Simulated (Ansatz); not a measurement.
I need a ladder of methods at one geometry of C3H4S2, SMILES C#CSCS. Use Ansatz 0.2.0 through its Python package. Use (for the species named): r2SCAN, cc-pVDZ basis, multiplicity 1. The script varies functional: r2scan, pbe0, revpbe, hf, hse06, b3lyp.

```xyz
9

C    -2.4095   -0.5531    0.9105
C    -1.6420   -0.0526    0.1512
S    -0.5238    0.6009   -0.9199
C     1.0804    0.1841    0.0139
S     2.4832    0.7352   -0.8797
H    -3.1925   -0.8955    1.5550
H     1.0123    0.6396    1.0118
H     1.1085   -0.8949    0.1324
H     2.1717    0.1900   -1.9924
```

The script, `c3h4s2.py`:
```python
from pathlib import Path
import argparse

import ansatz as az
import numpy as np

parser = argparse.ArgumentParser(description="One geometry of C3H4S2, method by method.")
parser.add_argument("--basis-set", required=True, help="Gaussian basis set")
args = parser.parse_args()


def main() -> None:
    mol = (
        az.Crystal.molecule()
        .atom("C", (-2.4095, -0.5531, 0.9105))
        .atom("C", (-1.642, -0.0526, 0.1512))
        .atom("S", (-0.5238, 0.6009, -0.9199))
        .atom("C", (1.0804, 0.1841, 0.0139))
        .atom("S", (2.4832, 0.7352, -0.8797))
        .atom("H", (-3.1925, -0.8955, 1.555))
        .atom("H", (1.0123, 0.6396, 1.0118))
        .atom("H", (1.1085, -0.8949, 0.1324))
        .atom("H", (2.1717, 0.19, -1.9924))
    )

    calc = mol.calculation().basis(gaussian=args.basis_set)

    print("functional    E (Ha)        dipole (D)   HOMO (eV)  LUMO (eV)")
    for name in ["r2scan", "pbe0", "revpbe", "hf", "hse06", "b3lyp"]:
        data = calc.functional(name).forces().orbitals().run(threads=1, runs_dir="runs").report
        lines = Path(data["orbitals_path"]).read_text().splitlines()
        field_of = lambda key: [line.split("=")[1].strip() for line in lines if line.startswith(key)]
        orbitals = [(27.211386 * float(e), s, float(n)) for e, s, n in zip(field_of("Ene="), field_of("Spin="), field_of("Occup="))]
        homo = max(e for e, _, n in orbitals if n > 0.5)
        lumo = min(e for e, _, n in orbitals if n < 0.5)
        dipole = 4.803205 * np.linalg.norm(data["charge_distribution"]["dipole_moment_e_ang"])
        print(f"{name:10s} {data['free_energy_ev'] / 27.211386246:14.6f} {dipole:9.3f} {homo:11.3f} {lumo:10.3f}")


if __name__ == "__main__":
    main()
```

```console
$ python c3h4s2.py --basis-set cc-pVDZ
functional    E (Ha)        dipole (D)   HOMO (eV)  LUMO (eV)
r2scan        -912.894805     1.269      -5.746     -1.418
pbe0          -912.599871     1.278      -6.659     -0.599
revpbe        -912.844724     1.172      -5.418     -1.463
hf            -910.909756     1.473      -9.286      3.246
hse06         -912.578686     1.274      -6.261     -0.980
b3lyp         -913.052138     1.192      -6.369     -0.741
```

Caveats:
- Total energies depend on the basis set; only differences at equal settings carry meaning.
- The geometry is a force-field or estimated start, not a minimum of this method, and the basis set is short of its limit. A lower total doesn't mark the better method: functionals have no common bound, and MP2 and coupled cluster aren't variational.
- b3lyp holds the VWN-RPA fit, as in Gaussian; the form of ORCA and Turbomole is b3lyp5.
- Levels such as HOMO and LUMO are orbital energies: with these approximate functionals they aren't the ionisation energy and electron affinity, and their gap isn't the fundamental gap.
- hse06 follows the composition of plane-wave codes, whose totals differ by tens of mHa, up to about 0.1 Ha, from the form usual in Gaussian-basis programs (wpbeh).
- Timing: 23 s on 1 thread of Arm Neoverse V2, with other jobs on the host, peak memory 0.29 GiB.
